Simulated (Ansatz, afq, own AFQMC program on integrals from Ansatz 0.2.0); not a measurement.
## Where AFQMC and coupled cluster stand for P2H4, singlet

```yaml
atoms:
  - { symbol: P, position_ang: [0.3677, -1.0579, -0.0828] }
  - { symbol: P, position_ang: [-0.3679, 1.0582, 0.0790] }
  - { symbol: H, position_ang: [-0.4999, -1.5307, 0.9515] }
  - { symbol: H, position_ang: [-0.5751, -1.4009, -1.1025] }
  - { symbol: H, position_ang: [0.5053, 1.5335, -0.9496] }
  - { symbol: H, position_ang: [0.5698, 1.3978, 1.1044] }
```

Connectivity, by distances: PH2–PH2.

Basis def2-TZVP. Only valence electrons are correlated. AFQMC by an in-house program on the Cholesky factors that Ansatz 0.2.0 writes for its CCSD(T) run. ph-AFQMC/CISD is guided by a CISD state made of CCSD amplitudes; releasing the constraint for a short imaginary time cuts its bias at the price of noise, slowly where states lie close. Error bars are statistical, one sigma.

Determinant: RHF, the one that the program's search chose, which needn't be the lowest solution. The geometry is a PBE0/def2-SVP stationary point of this or a neighbouring charge and spin state.

No full CI on the walks' own integrals is used here; CCSDT(Q) serves as the reference and is uncertain by about the last step of the cluster series.

- T1 diagnostic: 0.0144
- weight of the determinant in the CISD state: 0.831
- size of the correlated space: 14 electrons in 88 orbitals

Problem. Estimate: order these by the size of their error in total energy against CCSDT(Q), smallest first.
A. MP2
B. CCSD(T)
C. phaseless AFQMC with a CISD trial
D. CCSD

Solution. C (0.9 ± 0.6 kJ/mol), B (5.9 kJ/mol), D (44.4 kJ/mol), A (167.6 kJ/mol).

Reference: CCSDT(Q), correlation energy -9.981 eV.
